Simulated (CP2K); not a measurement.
# CHFO (formyl fluoride) at HF/STO-3G

What is the vertical singlet–triplet gap of CHFO (formyl fluoride) at HF/STO-3G? 

The calculation is run with CP2K 2026.2.

3 further runs of the same task are left out: 3 set aside as unsound or not needed.

## 1. The structure to begin with

CHFO has 4 atoms, charge 0, and is taken as a singlet. As SMILES, `O=CF`. Geometry: relaxed at PBE0-D4/def2-TZVP.

Bond lengths: O1–C2 1.174 Å, C2–F3 1.336 Å, C2–H4 1.097 Å. Angles: O1–C2–F3 122.9°, O1–C2–H4 127.8°, F3–C2–H4 109.3°.

## 2. A single-point energy at HF/STO-3G

Input file job.inp:

```
&GLOBAL
  PROJECT_NAME job
  RUN_TYPE ENERGY
  PRINT_LEVEL MEDIUM
&END GLOBAL

&FORCE_EVAL
  METHOD QUICKSTEP
  &DFT
    BASIS_SET_FILE_NAME ./sto_3g.basis
    POTENTIAL_FILE_NAME POTENTIAL
    &QS
      METHOD GAPW
      EPS_DEFAULT 1.0E-10
    &END QS
    &MGRID
      CUTOFF 280
      REL_CUTOFF 50
      NGRIDS 4
    &END MGRID
    &POISSON
      PERIODIC NONE
      POISSON_SOLVER MULTIPOLE
    &END POISSON
    &SCF
      SCF_GUESS ATOMIC
      EPS_SCF 1.0E-06
      MAX_SCF 40
      &OT
        MINIMIZER CG
        PRECONDITIONER FULL_SINGLE_INVERSE
      &END OT
      &OUTER_SCF
        EPS_SCF 1.0E-06
        MAX_SCF 5
      &END OUTER_SCF
    &END SCF
    &XC
      &XC_FUNCTIONAL NONE
      &END XC_FUNCTIONAL
      &HF
        FRACTION 1
        &SCREENING
          EPS_SCHWARZ 1.0E-10
        &END SCREENING
        &MEMORY
          MAX_MEMORY 1050
        &END MEMORY
      &END HF
    &END XC
    &PRINT
      &MOMENTS
        PERIODIC F
        REFERENCE COM
        MAX_MOMENT 1
      &END MOMENTS
      &MO_CUBES
        NLUMO 1
        NHOMO -1
        WRITE_CUBE F
      &END MO_CUBES
      &LOWDIN ON
      &END LOWDIN
      &HIRSHFELD OFF
      &END HIRSHFELD
    &END PRINT
  &END DFT
  &SUBSYS
    &CELL
      ABC 8.5 8.9 8.5
      PERIODIC NONE
    &END CELL
    &COORD
      O     -0.889340     0.201180     0.827740
      C     -0.046400     0.067520     0.021620
      F      0.585200    -1.091810    -0.181820
      H      0.350540     0.823120    -0.667550
    &END COORD
    &TOPOLOGY
      &CENTER_COORDINATES
      &END CENTER_COORDINATES
    &END TOPOLOGY
    &KIND O
      BASIS_SET STO-3G
      POTENTIAL ALL
      LEBEDEV_GRID 194
      RADIAL_GRID 100
    &END KIND
    &KIND C
      BASIS_SET STO-3G
      POTENTIAL ALL
      LEBEDEV_GRID 194
      RADIAL_GRID 100
    &END KIND
    &KIND F
      BASIS_SET STO-3G
      POTENTIAL ALL
      LEBEDEV_GRID 194
      RADIAL_GRID 100
    &END KIND
    &KIND H
      BASIS_SET STO-3G
      POTENTIAL ALL
      LEBEDEV_GRID 194
      RADIAL_GRID 100
    &END KIND
  &END SUBSYS
&END FORCE_EVAL
```

Started as:

```console
$ OMP_NUM_THREADS=1 cp2k.psmp -i job.inp -o job.out
```

What it wrote:

```text
CP2K| version string:                                       CP2K version 2026.2
[...]
 GLOBAL| Method name                                                        CP2K
[...]
 GLOBAL| Run type                                                         ENERGY
[...]
 DFT| Spin restricted Kohn-Sham (RKS) calculation                            RKS
 DFT| Multiplicity                                                             1
[...]
 DFT| Charge                                                                   0
[...]
 QS| Method:                                                                GAPW
[...]
 QS| Density cutoff [a.u.]:                                                140.0
[...]
 QS| Relative density cutoff [a.u.]:                                        25.0
[...]
                             - Atoms:                                          4
[...]
                             - Spherical basis functions:                     16
[...]
 Number of electrons:                                                         24
[...]
     1 OT CG       0.80E-01    0.5     1.66126647      -197.0213953781 -1.97E+02
[...]
    26 OT CG       0.22E-01    0.1     0.00000086      -209.8265651429 -4.09E-12
  *** SCF run converged in    26 steps ***
[...]
  Overlap energy of the core charge distribution:               0.00000539737155
  Self energy of the core charge distribution:               -207.99673049058734
  Core Hamiltonian energy:                                    -15.88137565192373
  Hartree energy:                                              55.21932470840585
  Exchange-correlation energy:                                  0.00000000000000
  Hartree-Fock Exchange energy:                               -24.06894197692124
[...]
                     Mulliken Population Analysis
 #  Atom  Element  Kind  Atomic population                           Net charge
       1     O        1          8.227791                             -0.227791
       2     C        2          5.697447                              0.302553
       3     F        3          9.143416                             -0.143416
       4     H        4          0.931346                              0.068654
 # Total charge                             24.000000                 -0.000000
[...]
  Dipole moment [Debye]
    X=  0.7741391E+00 Y=  0.6591717E+00 Z= -0.1036174E+01  Total=      1.4517077
[...]
 HOMO - LUMO gap [eV] :   18.411564
 ENERGY| Total FORCE_EVAL ( QS ) energy [hartree]           -209.826565142875211
[...]
```

Run time: 16 s. Hardware: 1 thread of Arm Neoverse V2, shared host; peak memory 0.39 GiB.

## 3. The triplet

Input file molecule.inp:

```
&GLOBAL
    PROJECT molecule
    RUN_TYPE ENERGY
    PRINT_LEVEL MEDIUM
&END GLOBAL

&FORCE_EVAL
    METHOD QUICKSTEP
    &DFT
        BASIS_SET_FILE_NAME ./sto_3g.basis
        POTENTIAL_FILE_NAME POTENTIAL
        MULTIPLICITY 3
        LSD T
        &QS
            METHOD GAPW
            EPS_DEFAULT 1.0E-10
        &END QS
        &MGRID
            CUTOFF 280
            REL_CUTOFF 50
            NGRIDS 4
        &END MGRID
        &POISSON
            PERIODIC NONE
            POISSON_SOLVER MULTIPOLE
        &END POISSON
        &SCF
            SCF_GUESS ATOMIC
            EPS_SCF 1.0E-06
            MAX_SCF 30
            &OT
                MINIMIZER DIIS
                PRECONDITIONER FULL_ALL
            &END OT
            &OUTER_SCF
                EPS_SCF 1.0E-06
                MAX_SCF 10
            &END OUTER_SCF
        &END SCF
        # functional
        &XC
            &XC_FUNCTIONAL NONE
            &END XC_FUNCTIONAL
            &HF
                FRACTION 1
                &SCREENING
                    EPS_SCHWARZ 1.0E-10
                &END SCREENING
                &MEMORY
                    MAX_MEMORY 1050
                &END MEMORY
            &END HF
        &END XC
        # extra output
        &PRINT
            &MOMENTS
                PERIODIC F
                REFERENCE COM
                MAX_MOMENT 1
            &END MOMENTS
            &MO_CUBES
                NLUMO 1
                NHOMO -1
                WRITE_CUBE F
            &END MO_CUBES
            &LOWDIN ON
            &END LOWDIN
            &HIRSHFELD OFF
            &END HIRSHFELD
        &END PRINT
    &END DFT
    # atoms, cell and kinds
    &SUBSYS
        &CELL
            ABC 8.5 8.9 8.5
            PERIODIC NONE
        &END CELL
        &COORD
            O      3.512730     4.785525     4.997645
            C      4.355670     4.651865     4.191525
            F      4.987270     3.492535     3.988085
            H      4.752610     5.407465     3.502355
        &END COORD
        &KIND O
            BASIS_SET STO-3G
            POTENTIAL ALL
            LEBEDEV_GRID 194
            RADIAL_GRID 100
        &END KIND
        &KIND C
            BASIS_SET STO-3G
            POTENTIAL ALL
            LEBEDEV_GRID 194
            RADIAL_GRID 100
        &END KIND
        &KIND F
            BASIS_SET STO-3G
            POTENTIAL ALL
            LEBEDEV_GRID 194
            RADIAL_GRID 100
        &END KIND
        &KIND H
            BASIS_SET STO-3G
            POTENTIAL ALL
            LEBEDEV_GRID 194
            RADIAL_GRID 100
        &END KIND
    &END SUBSYS
&END FORCE_EVAL
```

Started as:

```console
$ OMP_NUM_THREADS=1 cp2k.psmp -i molecule.inp > molecule.out 2>&1
```

What it wrote:

```text
CP2K| version string:                                       CP2K version 2026.2
[...]
 GLOBAL| Method name                                                        CP2K
[...]
 GLOBAL| Run type                                                         ENERGY
[...]
 DFT| Spin unrestricted (spin-polarized) Kohn-Sham calculation               UKS
 DFT| Multiplicity                                                             3
[...]
 DFT| Charge                                                                   0
[...]
 QS| Method:                                                                GAPW
[...]
 QS| Density cutoff [a.u.]:                                                140.0
[...]
 QS| Relative density cutoff [a.u.]:                                        25.0
[...]
                             - Atoms:                                          4
[...]
                             - Spherical basis functions:                     16
[...]
 Number of electrons:                                                         13
[...]
     1 OT DIIS     0.15E+00    0.5     0.36076198      -198.4415268123 -1.98E+02
[...]
     6 OT DIIS     0.15E+00    0.2     0.00000050      -209.6974186592 -6.03E-09
  *** SCF run converged in     6 steps ***
[...]
  Overlap energy of the core charge distribution:               0.00000539737155
  Self energy of the core charge distribution:               -207.99673049058734
  Core Hamiltonian energy:                                    -15.57549642213668
  Hartree energy:                                              55.12735429080878
  Exchange-correlation energy:                                  0.00000000000000
  Hartree-Fock Exchange energy:                               -24.18309145736269
[...]
                     Mulliken Population Analysis
 #  Atom  Element  Kind  Atomic population (alpha,beta) Net charge  Spin moment
       1     O        1         4.615794     3.465510    -0.081304     1.150284
       2     C        2         3.310375     2.579019     0.110607     0.731356
       3     F        3         4.618069     4.506285    -0.124354     0.111784
       4     H        4         0.455762     0.449186     0.095052     0.006576
 # Total charge and spin       13.000000    11.000000    -0.000000     2.000000
[...]
  Dipole moment [Debye]
    X=  0.7917676E-01 Y=  0.7792905E+00 Z= -0.3752506E+00  Total=      0.8685480
[...]
 HOMO - LUMO gap [eV] :   17.056159
 ENERGY| Total FORCE_EVAL ( QS ) energy [hartree]           -209.697418659150856
[...]
```

Wall time 15 s (1 thread of Arm Neoverse V2, shared host); peak memory 0.4 GiB.

## 4. What came out

At HF/STO-3G:

| quantity | value |
| --- | --- |
| singlet: total energy | -209.82657 Eh |
| singlet: dipole moment | 1.45 D |
| singlet: HOMO energy | -10.52 eV |
| singlet: LUMO energy | 7.89 eV |
| singlet: HOMO–LUMO gap | 18.41 eV |
| triplet: total energy | -209.69742 Eh |
| triplet: dipole moment | 0.87 D |
| triplet: HOMO energy (highest over α and β) | -5.64 eV |
| triplet: LUMO energy (lowest over α and β) | 5.42 eV |
| triplet: ⟨S²⟩ | 2.005 |
| vertical energy of the triplet above the singlet | 3.514 eV |

In words: At this shape the triplet lies 3.51 eV (81 kcal/mol) above the singlet. In a minimal basis such a difference can be off by several eV, whatever the method.
